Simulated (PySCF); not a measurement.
# Working out the electron affinity of Al

Al⁻ [Ne] 3s2 3p2 (3P) → Al [Ne] 3s2 3p1 (2P). Computed with PySCF 2.14 in aug-cc-pCVTZ-DK (8s7p5d3f, 75 functions), with scalar relativity by spin-free X2C-1e. Frozen: nothing. Energies in hartree (1 hartree = 27.21139 eV):

```json
{"part": "UHF", "Al⁻ (lower)": "-242.314998", "Al (upper)": "-242.314584"}
{"part": "MP2 opposite-spin", "Al⁻ (lower)": "-0.267782", "Al (upper)": "-0.262472"}
{"part": "MP2 same-spin", "Al⁻ (lower)": "-0.094724", "Al (upper)": "-0.087756"}
```

What does Hartree-Fock give?

(-242.314584) − (-242.314998) = 0.000414 hartree = 0.011 eV.

What do MP2 and SCS-MP2 (6/5 opposite-spin, 1/3 same-spin) give?

The opposite-spin parts differ by 0.144 eV and the same-spin parts by 0.190 eV. MP2: 0.011 + (0.144) + (0.190) = 0.345 eV. SCS-MP2: 0.011 + 1.2 × (0.144) + (0.190)/3 = 0.247 eV.

A first-order spin-orbit estimate adds -0.003 eV to MP2 (all electrons), giving 0.342 eV against 0.433 eV (measured; photodetachment measurements, as compiled on the Wikipedia data page of electron affinities).

What remains against the reference includes basis incompleteness and correlation beyond second order.
